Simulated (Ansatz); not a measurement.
# C4H5F: small, medium and large basis sets

The task here is to estimate one member of a computed series from the others.

The runs use Ansatz 0.2.0, Gaussian basis; one geometry, several basis sets.

Plan: PBE0-D4/def2-SVP; ωB97M-V/def2-SVP; PBE0-D4/def2-QZVPP; ωB97M-V/def2-QZVPP; the functionals' def2-TZVPP values are taken from earlier runs.

### Structure used throughout

An earlier PBE0-D4 in a triple-zeta def2 set relaxation fixed the geometry.

SMILES `CC1=CC1F`, 10 atoms, charge 0, spin multiplicity 1.

Atoms are counted from 1 here; the program's logs count them from 0.

Bond lengths: C1–C2 1.468 Å, C1–H6 1.093 Å, C1–H7 1.093 Å, C1–H8 1.091 Å, C2–C3 1.303 Å, C2–C4 1.460 Å, C3–C4 1.456 Å, C3–H9 1.078 Å, C4–F5 1.394 Å, C4–H10 1.088 Å. Angles: C2–C1–H6 109.8°, C2–C1–H7 110.4°, C2–C1–H8 111.7°, H6–C1–H7 107.0°, H6–C1–H8 108.8°, H7–C1–H8 109.0°, C1–C2–C3 151.4°, C1–C2–C4 145.3°, C3–C2–C4 63.3°, C2–C3–C4 63.6°, C2–C3–H9 149.7°, C4–C3–H9 146.6°, C2–C4–C3 53.1°, C2–C4–F5 118.2°, C2–C4–H10 125.2°, C3–C4–F5 118.6°, C3–C4–H10 125.1°, F5–C4–H10 107.8°.

Geometry (Å):

```mol
C4H5F
  3D, bonds by distance, orders not assigned

 10 10  0  0  0  0  0  0  0  0999 V2000
   -1.1922   -0.8092   -0.3532 C   0  0
    0.0374   -0.1461    0.0972 C   0  0
    1.0073    0.0049    0.9539 C   0  0
    0.9912    0.9261   -0.1740 C   0  0
    0.5838    2.2410    0.0431 F   0  0
   -2.0061   -0.0815   -0.4071 H   0  0
   -1.0594   -1.2151   -1.3597 H   0  0
   -1.4855   -1.6157    0.3199 H   0  0
    1.4929   -0.2875    1.8705 H   0  0
    1.7137    0.9319   -0.9877 H   0  0
  1  2  8  0
  2  3  8  0
  3  4  8  0
  4  5  8  0
  1  6  8  0
  1  7  8  0
  1  8  8  0
  3  9  8  0
  4 10  8  0
  2  4  8  0
M  END
```

The first run:

File in.yaml:

```yaml
crystal:
  periodic: [false, false, false]
  atoms:
    - {symbol: C, position_ang: [-1.192206, -0.809173, -0.353195]}
    - {symbol: C, position_ang: [0.037450, -0.146148, 0.097157]}
    - {symbol: C, position_ang: [1.007282, 0.004915, 0.953891]}
    - {symbol: C, position_ang: [0.991182, 0.926134, -0.174037]}
    - {symbol: F, position_ang: [0.583823, 2.241033, 0.043066]}
    - {symbol: H, position_ang: [-2.006090, -0.081539, -0.407082]}
    - {symbol: H, position_ang: [-1.059356, -1.215137, -1.359687]}
    - {symbol: H, position_ang: [-1.485459, -1.615728, 0.319940]}
    - {symbol: H, position_ang: [1.492901, -0.287549, 1.870524]}
    - {symbol: H, position_ang: [1.713674, 0.931892, -0.987678]}
basis:
  gaussian: {orbitals: def2-SVP}
hamiltonian: {xc: pbe0, dispersion: d4}
output: {orbitals: {seedname: orbitals}}
```

On the command line:

```bash
$ ansatz run in.yaml --threads 2 --pin off --events-out ev --progress --plain --max-ram 4352MiB
```

Steps of the session up to this table: PBE0-D4 in def2-SVP; ωB97M-V in def2-SVP; PBE0-D4 in def2-QZVPP; ωB97M-V in def2-QZVPP.

One of the session's tables, all rows but one given; the rest of the session is left out.

It belongs to the step «Density functionals: the series». 

| functional | basis | HOMO (eV) | LUMO (eV) |
| --- | --- | --- | --- |
| PBE0-D4 | def2-SVP | ? | ? |
| PBE0-D4 | def2-TZVPP | -7.98 | 0.09 |
| PBE0-D4 | def2-QZVPP | -8.00 | 0.01 |
| ωB97M-V | def2-SVP | -10.14 | 2.51 |
| ωB97M-V | def2-TZVPP | -10.20 | 2.26 |
| ωB97M-V | def2-QZVPP | -10.23 | 1.84 |

Q: Estimate the row for PBE0-D4, def2-SVP from the others.

As computed: HOMO (eV): -7.92; LUMO (eV): 0.25. In the column «HOMO (eV)» it is the highest.
